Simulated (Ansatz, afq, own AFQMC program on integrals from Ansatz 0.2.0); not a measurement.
AlSF, singlet in cc-pVDZ along one coordinate

```csv
atom,x (Å),y (Å),z (Å)
F,0.0000,0.0000,-1.7526
Al,0.0000,0.0000,-0.1218
S,0.0000,0.0000,1.8743
```

The Al2–S3 distance is changed with both sides rigid. Energies in kJ/mol count from this geometry (1.996 Å) at the same level; the start stands on RHF, each point on the determinant named.

Basis cc-pVDZ. Noble-gas cores (and the filled d shells of Ga–Kr and In–Xe) are frozen. Integrals, coupled cluster, full CI and functionals: Ansatz 0.2.0; the random walks run on the same integrals in our own AFQMC program. The CISD trial takes its coefficients from CCSD amplitudes. Released means that phaseless walkers are propagated on without the constraint, phases kept. ± is one standard error of the sampling.

Cautions, each for one point or more: higher spins were not checked; raised T1 diagnostic; restricted determinant unstable towards unrestricted; strong correlation; the ph-AFQMC/CISD walk drifts between its halves.

```
r(Al2–S3) / Å  det.     T1  weight  CCSD(T)  ph-AFQMC/CISD  released AFQMC  wB97M-V  B2PLYP
        1.612   RHF  0.015    0.88    386.2    390.6 ± 2.6    383.0 ± 4.5*    356.2   368.9
        3.190  RHF‡  0.026    0.81    336.0    337.4 ± 3.3    329.4 ± 5.4*   313.2§  304.3§
        4.351   RHF  0.014    0.76    394.1    382.5 ± 5.3    388.9 ± 9.2*   345.7§  332.6§
```

Weight is that of the determinant in the CISD state; at the start T1 is 0.018 and the weight 0.86. An asterisk marks released energies that aren't shown to be converged. A double dagger marks points where the walks on two determinants ended up to 6.4 kJ/mol apart; the lower is shown. § marks a functional whose ⟨S²⟩ is too high by over 0.1. Largest departures from phaseless AFQMC with a CISD trial: CCSD(T) 11.6 kJ/mol at 4.351 (on RHF). The walk's constraint bias lies outside its error bars, so these are departures and not errors. The functionals aren't scored here. In this small basis the wave-function levels are far from their limit, so their gap to the functionals isn't the functionals' error.

Some points may be missing: those where a free walk finds a much lower state, and past Zn most of those on another determinant than at the start.

A walk keeps the symmetry of its determinant, which the program's search chose and which needn't be the lowest solution, so a lower state of the same spin and another symmetry isn't excluded.
